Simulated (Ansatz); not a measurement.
Name a neutral molecule of C, O and H with size of the dipole moment (B3LYP/def2-TZVPP) between 1.55 and 1.85 D and size of the dipole moment (ωB97M-V/def2-TZVPP) between 1.50 and 1.80 D (Ansatz, PBE0-D4/def2-TZVP geometry).

`C#CC(=C)O` (1.58 D, 1.64 D); `C=C1CO1` (1.69 D, 1.70 D); `CC=C=O` (1.85 D, 1.79 D); `CC1=COC1` (1.74 D, 1.75 D); `OCC1CC1` (1.75 D, 1.75 D); `CCC(C)O` (1.62 D, 1.63 D). Other molecules can fit too; these were computed, each in one conformer that needn't be the lowest.

B3LYP here is the variant with VWN-RPA as its local correlation; programs differ in this.
